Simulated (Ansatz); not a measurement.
# B₂H (quartet): from Hartree-Fock to the top rungs at scale of all distances = 1.000, 6-31G

How much of the correlation energy of B₂H (quartet) does each wave-function method recover here?

Program: Ansatz 0.2.0, Gaussian basis. Level of theory: 6-31G, core rule «outside noble gas», up to 2 orbitals frozen. These are calculated values, not measurements.

The runs, in order: UHF; CCSD(T) on ROHF; CCSD(T) on UHF; BCCD(T) on ROHF; CISD; CCSDT(Q) on ROHF; CCSDT(Q) on UHF; CISDTQ; CCSDTQ on ROHF; CCSDTQ on UHF; CASSCF and MRCISD+Q, 5 electrons in 5 orbitals; CASSCF and NEVPT2, 5 electrons in 5 orbitals; CASSCF and MRCISD+Q, 7 electrons in 9 orbitals; CASSCF and NEVPT2, 7 electrons in 9 orbitals; Full CI.

14 further runs of the same task are left out: 14 that didn't finish.

### 1 The system

The geometry derives from a PBE0/def2-TZVP stationary point (not a proven minimum). All distances are scaled together.

3 atoms, charge 0, spin multiplicity 4.

Atoms are counted from 1 here; the program's logs count them from 0.

Bond lengths: B1–B2 1.520 Å, B1–H3 1.178 Å. Angles: B2–B1–H3 180.0°.

### 2 UHF

The input, in.yaml:

```yaml
crystal:
  periodic: [false, false, false]
  atoms:
    - {symbol: B, position_ang: [0.000000, 0.000000, 0.114060]}
    - {symbol: B, position_ang: [0.000000, 0.000000, -1.406367]}
    - {symbol: H, position_ang: [0.000000, 0.000000, 1.292307]}
basis:
  gaussian: {orbitals: 6-31G}
magnetization: {spin_polarized: true, initial_magnetization: 3}
hamiltonian: {xc: hf}
output: {orbitals: {seedname: orbitals}}
```

Command:

```console
> ansatz run in.yaml --threads 1 --pin off --events-out ev --progress --plain --max-ram 2393MiB
```

After this run come: CCSD(T) on ROHF; CCSD(T) on UHF; BCCD(T) on ROHF; CISD; CCSDT(Q) on ROHF; CCSDT(Q) on UHF; CISDTQ; CCSDTQ on ROHF; CCSDTQ on UHF; CASSCF and MRCISD+Q, 5 electrons in 5 orbitals; CASSCF and NEVPT2, 5 electrons in 5 orbitals; CASSCF and MRCISD+Q, 7 electrons in 9 orbitals; CASSCF and NEVPT2, 7 electrons in 9 orbitals; Full CI.

Q: Predict the results of all the runs planned. Wanted: FCI below the RHF energy; RMP2 from FCI; UMP2 from FCI; RCCSD from FCI; RCCSD(T) from FCI; UCCSD(T) from FCI; RCCSDT(Q) from FCI; UCCSDT(Q) from FCI; MRCISD+Q pair from FCI.

As calculated:

| quantity | value |
| --- | --- |
| FCI below the RHF energy | -2.3981 eV |
| RMP2 from FCI | +61.3 kJ/mol |
| UMP2 from FCI | +60.3 kJ/mol |
| RCCSD from FCI | +7.4 kJ/mol |
| RCCSD(T) from FCI | +2.3 kJ/mol |
| UCCSD(T) from FCI | +2.2 kJ/mol |
| RCCSDT(Q) from FCI | +0.1 kJ/mol |
| UCCSDT(Q) from FCI | +0.1 kJ/mol |
| MRCISD+Q pair from FCI | +1.2 kJ/mol |
| NEVPT2 valence from FCI | +19.9 kJ/mol |
| MRCISD+Q valence from FCI | +0.5 kJ/mol |
| levels within 1 kcal/mol (43 meV) | RCCSD(T), UCCSD(T), BCCD(T), RCCSDT, UCCSDT, CISDTQ, RCCSDT(Q), UCCSDT(Q), RCCSDTQ, UCCSDTQ, MRCISD+Q pair, MRCISD valence, MRCISD+Q valence |
| T1 diagnostic | 0.021 |
| effectively unpaired electrons | 3.02 |

In words: RCCSD(T) lands +2.3 kJ/mol from the yardstick (1.0 % of the correlation energy). One determinant dominates. Of the multireference levels listed MRCISD+Q valence comes nearest in total energy (+0.5 kJ/mol), which doesn't show that its space is the better one. These misses are within one basis, not against nature; the frozen cores of restricted and unrestricted runs differ, which can shift their rows.
